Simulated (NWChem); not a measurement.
Species: dichloromethane (CH₂Cl₂); SMILES ClCCl

```xyz
5

Cl     1.4943     0.0000     0.2120
C      0.0000     0.0000    -0.7637
Cl    -1.4943     0.0000     0.2120
H      0.0000     0.9097    -1.3902
H      0.0000    -0.9097    -1.3902
```
Atoms are numbered in this order, from 1.

Computed with NWChem. Pople sets run with spherical d functions. STO-3G and 3-21G are far too small for this property and stand as cheap habits. The geometry was optimised at PBE-D3(BJ)/def2-SVP. Field at 589 nm.

Task: Order these runs by computing time, cheapest first, and give rough ratios: B3LYP/STO-3G; B3LYP/aug-cc-pVDZ; B3LYP/def2-SVP.

Result: B3LYP/STO-3G (1), B3LYP/def2-SVP (4), B3LYP/aug-cc-pVDZ (30). Ratios are rough, from one shared machine; the cheapest took about 4 core-seconds (a rough figure). What differs between the cheapest and the dearest: isotropic polarisability (bohr³) 13.6 → 44.0; anisotropy (bohr³) 15.9 → 20.4.
